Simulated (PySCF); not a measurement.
All values below come from B3LYP-D3(BJ)/def2-TZVP (PySCF 2.14.0). Isolated molecules, 0 K electronic values unless said otherwise. B3LYP has the VWN-RPA correlation part, as in Gaussian. 

Reference species (SMILES): `[Cl]` (neutral, multiplicity 2).

```yaml
highest_occupied_spin_orbital: -9.27 eV
```

Changed species: `[F]` (radical fragment; the reference has radical fragment).

What does the change do to the highest occupied spin orbital?

the highest occupied spin orbital decreases by 2.90 eV, to -12.17 eV.
